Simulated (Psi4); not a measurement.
**Predicting a hybrid from its neighbours: N2H**

N2H: 3 atoms, total charge 0, spin state doublet. As SMILES, `[N]=N`. The coordinates come from a PBE0-D4/def2-TZVP relaxation.

The dipole moment y, in D, basis def2-TZVPPD; a is the functional's share of exact exchange. Programs: Psi4 1.11.

```
functional  program     a  y (D)
      UPBE     Psi4     0   1.80
     UBLYP     Psi4     0   1.80
    UTPSSh     Psi4   0.1   1.84
    UB3LYP     Psi4   0.2      ?
     UPBE0     Psi4  0.25   1.88
    UBHLYP     Psi4   0.5   1.92
```

**Question.** Fit y = c + s·a to the known rows and predict UB3LYP.

**Answer.** 
1. Means of the 5 rows: a = 0.1700, y = 1.848.
2. Σ(Δa)² = 0.178, Σ(Δa·Δy) = 0.0432, so the slope is 0.0432/0.178 = 0.2427.
3. Intercept: 1.848 − (0.2427) × 0.1700 = 1.807. The largest residual of the fit is 0.012.
4. UB3LYP: 1.807 + (0.2427) × 0.2 = 1.86 D.

The run gave 1.87 D, so the prediction is off by -0.01 D, at the rounding of the table. More exact exchange makes the molecule more polar here.
